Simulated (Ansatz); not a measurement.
Results of G0W0@LDA (Ansatz, a program for electronic structure, plane waves, hard PAW, contour deformation) for rock-salt PbSe.

The cell has the measured lattice parameters. Conventional cell: a = 6.1240 Å, b = 6.1240 Å, c = 6.1240 Å, α = 90.00°, β = 90.00°, γ = 90.00°.

The quasiparticle gap at Γ at a fixed k mesh 4×4×4:

```json
[
 {"response cutoff": "150 eV, 440 empty bands", "value (eV)": "6.897"},
 {"response cutoff": "200 eV, 677 empty bands", "value (eV)": "6.910"},
 {"response cutoff": "250 eV, 947 empty bands", "value (eV)": "6.917"},
 {"response cutoff": "300 eV, 1245 empty bands", "value (eV)": "6.921"}
]
```

**Question.** Taking the value to converge with the response cutoff E as E^(−3/2), extrapolate from the last two rows.

**Answer.** With y = y∞ + c/w and weights w = 3953 and 5196 for the last two rows, y∞ = (w2 y2 − w1 y1)/(w2 − w1) = (5196 × 6.921 − 3953 × 6.917)/1243 = 6.934 eV, which lies 0.013 beyond the last row. Successive pairs of rows give 6.934, 6.935, 6.934. The limit also hangs on the law assumed, so its last digits aren't firm.

The other settings are not extrapolated, so this is the limit in one setting alone.

At the last cutoff the smallest gap on this mesh is 0.52 eV, with an edge away from Γ.

Spin–orbit coupling is not included; with these elements it can move the gap by several tenths of an eV or more.

Note: filled d or f shells below the valence bands can shift G0W0 gaps through exchange with them, which wasn't tested here.
